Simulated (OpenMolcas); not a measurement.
# BH3S (SMILES BS): a chain of runs

We compute a single-point energy (UHF/STO-3G), then a single-point energy (CASSCF(2,2)/STO-3G), then a single-point energy (CASPT2(2,2)/STO-3G), then the energy (SC-NEVPT2(2,2)/STO-3G), then a single-point energy (MRCI(2,2)/STO-3G) of BH3S. 

The calculation is run with OpenMolcas 26.06.

### Step 1. The structure to begin with

The species is BH3S (5 atoms), meant as a singlet with charge 0. As SMILES, `BS`. The B1–S2 distance was set to 3.088 Å, away from the relaxed value. At this shape a bond of the SMILES string is far longer than usual.

Bond lengths: B1–H3 1.192 Å, B1–H4 1.190 Å, S2–H5 1.344 Å. Angles: H3–B1–H4 122.7°. A long bond or contact: B1–S2 3.088 Å.

### Step 2. The energy at UHF/STO-3G (run 1)

File struct.xyz:

```xyz
5

B     -0.807455    -1.664439     0.269902
S      0.161700     1.236900    -0.154300
H     -1.978255    -1.799839     0.446002
H     -0.048255    -2.581039     0.256002
H      1.476100     1.004400    -0.313600
```

File step1.inp:

```
&GATEWAY
BASLIB = $CurrDir
COORD = struct.xyz
BASIS = STO-3G
GROUP = NoSym
&SEWARD
&SCF
UHF
SCRAMBLE = 0.25
PRORBITALS = 1 1
```

The basis set STO-3G is read from a file made from the Basis Set Exchange's data (not shown).

Launch:

```
$ export MOLCAS_MEM=1860
$ pymolcas step1.inp > step1.log
```

Standard output:

```text
--- Start Module: gateway ---
[...]
--- Stop Module: gateway /rc=_RC_ALL_IS_WELL_ ---
--- Start Module: seward ---
[...]
      Basis functions           17
--- Stop Module: seward /rc=_RC_ALL_IS_WELL_ ---
--- Start Module: scf ---
[...]
       Convergence after  25 Iterations
[...]
::    Total SCF energy                               -419.1252039112
[...]
      Total spin, S                                     0.5891341461
[...]
      Total electronic charge=   24.000000
      Total            charge=   -0.000000
[...]
      Dipole Moment (debye):
      Origin of the operator (angstrom)=   -0.0929    0.3873   -0.0341
                   X=  6.9611E-01               Y= -5.0236E-02               Z= -9.1649E-02           Total=  7.0391E-01
      Quadrupole Moment (debye*angstrom):
[...]
--- Stop Module: scf /rc=_RC_ALL_IS_WELL_ ---
[...]
```

Run time: 1.9 s. Hardware: 1 thread of Arm Neoverse V1, shared host; peak memory 0.37 GiB.

### Step 3. A single-point energy at CASSCF(2,2)/STO-3G (run 2)

struct.xyz is that of step 2.

File step2.inp:

```
* BH3S CASSCF

&gateway
  baslib=$CurrDir
  coord=struct.xyz
  basis=STO-3G
  group=NoSym

&seward

&rasscf
  fileorb=$CurrDir/step1.UnaOrb
  spin=1
  nactel=2 0 0
  inactive=11
  ras2=2
  orblisting=Nothing
  orbappear=Compact
```

The basis set STO-3G is read from a file made from the Basis Set Exchange's data (not shown).

Launch:

```
$ export MOLCAS_MEM=1860
$ pymolcas step2.inp > step2.log
```

Standard output:

```text
--- Start Module: gateway ---
[...]
--- Stop Module: gateway /rc=_RC_ALL_IS_WELL_ ---
--- Start Module: seward ---
[...]
      Basis functions           17
--- Stop Module: seward /rc=_RC_ALL_IS_WELL_ ---
--- Start Module: rasscf ---
[...]
      Number of active orbitals                  2
[...]
      Spin quantum number                      0.0
[...]
      Active orbitals                            2
[...]
      Number of CSFs                             3
[...]
      Number of root(s) required                 1
[...]
      Convergence after  8 iterations
[...]
      printout of CI-coefficients larger than  0.05 for root  1
      energy=    -419.135060
      conf/sym  11     Coeff  Weight
             1  20  -0.85688 0.73424
             3  02   0.51552 0.26576
      Natural orbitals and occupation numbers for root  1
      sym 1:   1.468487   0.531513
      ************************************************************************************************************************
      *                                                    Final results                                                     *
[...]
::    RASSCF root number  1 Total energy:   -419.13505984
[...]
      Total electronic charge=   24.000000
      Total            charge=   -0.000000
[...]
      Dipole Moment (debye):
      Origin of the operator (angstrom)=   -0.0929    0.3873   -0.0341
                   X=  6.4786E-01               Y= -2.0242E-01               Z= -6.9962E-02           Total=  6.8234E-01
      Quadrupole Moment (debye*angstrom):
[...]
--- Stop Module: rasscf /rc=_RC_ALL_IS_WELL_ ---
[...]
```

It took 1.6 s on 1 thread of Arm Neoverse V1, shared host; peak memory 0.37 GiB.

### Step 4. A single-point energy at CASPT2(2,2)/STO-3G (run 3)

struct.xyz is that of step 3.

File step3.input:

```
* BH3S CASPT2
>>> EXPORT MOLCAS_PRINT=2

&gateway
 baslib=$CurrDir
 coord=struct.xyz
 basis=STO-3G
 group=NoSym

&seward

&rasscf
 fileorb=$CurrDir/step2.RasOrb
 spin=1
 nactel=2 0 0
 inactive=11
 ras2=2
 orblisting=Nothing
 orbappear=Compact

&caspt2
 imaginary=0.1
 frozen=6
```

The basis set STO-3G is read from a file made from the Basis Set Exchange's data (not shown).

Launch:

```
$ export MOLCAS_MEM=1860
$ pymolcas step3.input > step3.log
```

Standard output:

```text
--- Start Module: gateway ---
[...]
--- Stop Module: gateway /rc=_RC_ALL_IS_WELL_ ---
[...]
      Basis functions           17
[...]
--- Start Module: rasscf ---
[...]
      Number of active orbitals                  2
[...]
      Spin quantum number                      0.0
[...]
      Active orbitals                            2
[...]
      Number of CSFs                             3
[...]
      Number of root(s) required                 1
[...]
      Convergence after  4 iterations
[...]
      printout of CI-coefficients larger than  0.05 for root  1
      energy=    -419.135060
      conf/sym  11     Coeff  Weight
             1  20  -0.85688 0.73424
             3  02   0.51552 0.26576
      Natural orbitals and occupation numbers for root  1
      sym 1:   1.468487   0.531513
      ************************************************************************************************************************
      *                                                    Final results                                                     *
[...]
::    RASSCF root number  1 Total energy:   -419.13505984
[...]
      Total electronic charge=   24.000000
      Total            charge=   -0.000000
[...]
      Dipole Moment (debye):
      Origin of the operator (angstrom)=   -0.0929    0.3873   -0.0341
                   X=  6.4785E-01               Y= -2.0237E-01               Z= -6.9873E-02           Total=  6.8231E-01
      Quadrupole Moment (debye*angstrom):
[...]
--- Stop Module: rasscf /rc=_RC_ALL_IS_WELL_ ---
--- Start Module: caspt2 ---
[...]
 ###    WARNING: User changed nr of frozen orbitals.                         ###
 ###############################################################################
[...]
      E2 (Variational):          -0.0412146783
      Total energy:            -419.1762745187
[...]
      Reference weight:           0.98067
[...]
::    CASPT2 Root  1     Total energy:   -419.17627452
[...]
--- Stop Module: caspt2 /rc=_RC_ALL_IS_WELL_ ---
[...]
```

It took 1.6 s on 1 thread of Arm Neoverse V1, shared host; peak memory 0.37 GiB.

### Step 5. A single-point energy at SC-NEVPT2(2,2)/STO-3G (run 4)

struct.xyz is that of step 4.

File step4.inp:

```
>>> EXPORT MOLCAS_PRINT=2

&gateway
 baslib=$CurrDir
 coord=struct.xyz
 basis=STO-3G
 group=NoSym

&seward

&rasscf
 fileorb=$CurrDir/step2.RasOrb
 spin=1
 nactel=2 0 0
 inactive=11
 ras2=2
 orblisting=Nothing
 orbappear=Compact

&caspt2
 sc-nevpt2
 frozen=6
```

The basis set STO-3G is read from a file made from the Basis Set Exchange's data (not shown).

Launch:

```
$ export MOLCAS_MEM=1860
$ pymolcas step4.inp > step4.log
```

Standard output:

```text
--- Start Module: gateway ---
[...]
--- Stop Module: gateway /rc=_RC_ALL_IS_WELL_ ---
[...]
      Basis functions           17
[...]
--- Start Module: rasscf ---
[...]
      Number of active orbitals                  2
[...]
      Spin quantum number                      0.0
[...]
      Active orbitals                            2
[...]
      Number of CSFs                             3
[...]
      Number of root(s) required                 1
[...]
      Convergence after  4 iterations
[...]
      printout of CI-coefficients larger than  0.05 for root  1
      energy=    -419.135060
      conf/sym  11     Coeff  Weight
             1  20  -0.85688 0.73424
             3  02   0.51552 0.26576
      Natural orbitals and occupation numbers for root  1
      sym 1:   1.468487   0.531513
      ************************************************************************************************************************
      *                                                    Final results                                                     *
[...]
::    RASSCF root number  1 Total energy:   -419.13505984
[...]
      Total electronic charge=   24.000000
      Total            charge=   -0.000000
[...]
      Dipole Moment (debye):
      Origin of the operator (angstrom)=   -0.0929    0.3873   -0.0341
                   X=  6.4785E-01               Y= -2.0237E-01               Z= -6.9873E-02           Total=  6.8231E-01
      Quadrupole Moment (debye*angstrom):
[...]
--- Stop Module: rasscf /rc=_RC_ALL_IS_WELL_ ---
--- Start Module: caspt2 ---
[...]
 ###    WARNING: User changed nr of frozen orbitals.                         ###
 ###############################################################################
[...]
      E2 (Variational):          -0.0408225407
[...]
      E2 (Variational):          -0.0407937808
      Total energy:            -419.1758536211
[...]
      Reference weight:           0.98105
[...]
::    SC-NEVPT2 Root  1     Total energy:   -419.17585362
[...]
--- Stop Module: caspt2 /rc=_RC_ALL_IS_WELL_ ---
[...]
```

It took 1.6 s on 1 thread of Arm Neoverse V1, shared host; peak memory 0.37 GiB.

### Step 6. A single-point energy at MRCI(2,2)/STO-3G (run 5)

struct.xyz is that of step 5.

File step5.inp:

```
>>> EXPORT MOLCAS_PRINT=2

&GATEWAY
 BASLIB=$CurrDir
 COORD=struct.xyz
 BASIS=STO-3G
 GROUP=NoSym

&SEWARD

&RASSCF
 FILEORB=$CurrDir/step2.RasOrb
 SPIN=1
 NACTEL=2 0 0
 INACTIVE=11
 RAS2=2
 ORBLISTING=Nothing
 ORBAPPEAR=Compact

&MOTRA
 LUMORB
 FROZEN=6

&GUGA
 ELECTRONS=12
 SPIN=1
 INACTIVE=5
 ACTIVE=2
 CIALL=1

&MRCI
 SDCI
```

The basis set STO-3G is read from a file made from the Basis Set Exchange's data (not shown).

Launch:

```
$ export MOLCAS_MEM=1860
$ pymolcas step5.inp > step5.log
```

Standard output:

```text
--- Start Module: gateway ---
[...]
--- Stop Module: gateway /rc=_RC_ALL_IS_WELL_ ---
[...]
      Basis functions           17
[...]
      Number of active orbitals                  2
[...]
      Spin quantum number                      0.0
[...]
      Active orbitals                            2
[...]
      Number of CSFs                             3
[...]
      Number of root(s) required                 1
[...]
      Convergence after  4 iterations
[...]
      printout of CI-coefficients larger than  0.05 for root  1
      energy=    -419.135060
      conf/sym  11     Coeff  Weight
             1  20  -0.85688 0.73424
             3  02   0.51552 0.26576
      Natural orbitals and occupation numbers for root  1
      sym 1:   1.468487   0.531513
      ************************************************************************************************************************
      *                                                    Final results                                                     *
[...]
::    RASSCF root number  1 Total energy:   -419.13505984
[...]
      Dipole Moment (debye):
      Origin of the operator (angstrom)=   -0.0929    0.3873   -0.0341
                   X=  6.4785E-01               Y= -2.0237E-01               Z= -6.9873E-02           Total=  6.8231E-01
      Quadrupole Moment (debye*angstrom):
[...]
      *** WARNING: Default frozen orbitals is overwritten by user input.
      *** Default values:   6
[...]
--- Start Module: guga ---
[...]
--- Stop Module: guga /rc=_RC_ALL_IS_WELL_ ---
--- Start Module: mrci ---
[...]
       (But an ACPF correction will be computed)
       USE THE DEFAULT ACPF G-VALUE GFAC=  0.16666666666666666
[...]
                      CI ENERGY:  -419.19514484
[...]
                ACPF CORRECTION:    -0.00221298
[...]
      Total electronic charge=   24.000000
      Total            charge=   -0.000000
[...]
     ACPF CORRECTION:     -0.00221298
[...]
  CI State   1     Total energy:   -419.19514484     QDav:     -0.00267528     QACPF:     -0.00221298
[...]
--- Stop Module: mrci /rc=_RC_ALL_IS_WELL_ ---
[...]
```

Wall time 1.7 s (1 thread of Arm Neoverse V1, shared host); peak memory 0.37 GiB.

### Step 7. Summary of results

```
                                                    quantity          value
                             run 1, UHF/STO-3G: total energy  -419.12520 Eh
                            run 1, UHF/STO-3G: dipole moment         0.70 D
                              run 1, UHF/STO-3G: HOMO energy       -6.63 eV
                              run 1, UHF/STO-3G: LUMO energy        6.09 eV
                            run 1, UHF/STO-3G: HOMO–LUMO gap       12.71 eV
                                     run 1, UHF/STO-3G: ⟨S²⟩          0.936
                     run 2, CASSCF(2,2)/STO-3G: total energy  -419.13506 Eh
   run 2, CASSCF(2,2)/STO-3G: dipole moment (CASSCF density)         0.68 D
                     run 3, CASPT2(2,2)/STO-3G: total energy  -419.17627 Eh
   run 3, CASPT2(2,2)/STO-3G: dipole moment (CASSCF density)         0.68 D
                  run 4, SC-NEVPT2(2,2)/STO-3G: total energy  -419.17585 Eh
run 4, SC-NEVPT2(2,2)/STO-3G: dipole moment (CASSCF density)         0.68 D
                       run 5, MRCI(2,2)/STO-3G: total energy  -419.19514 Eh
     run 5, MRCI(2,2)/STO-3G: dipole moment (CASSCF density)         0.68 D
```

In words: ⟨S²⟩ (run 1, UHF/STO-3G) is 0.94 where a pure singlet has 0.00: the reference is spin-contaminated. Mulliken charges (run 2, CASSCF(2,2)/STO-3G) run from -0.07 on H4 to +0.15 on B1; they depend strongly on the basis. Mulliken charges (run 3, CASPT2(2,2)/STO-3G) of the CASSCF density run from -0.07 on H4 to +0.15 on B1. Mulliken charges (run 5, MRCI(2,2)/STO-3G) of the CASSCF density run from -0.07 on H4 to +0.15 on B1; they depend strongly on the basis.
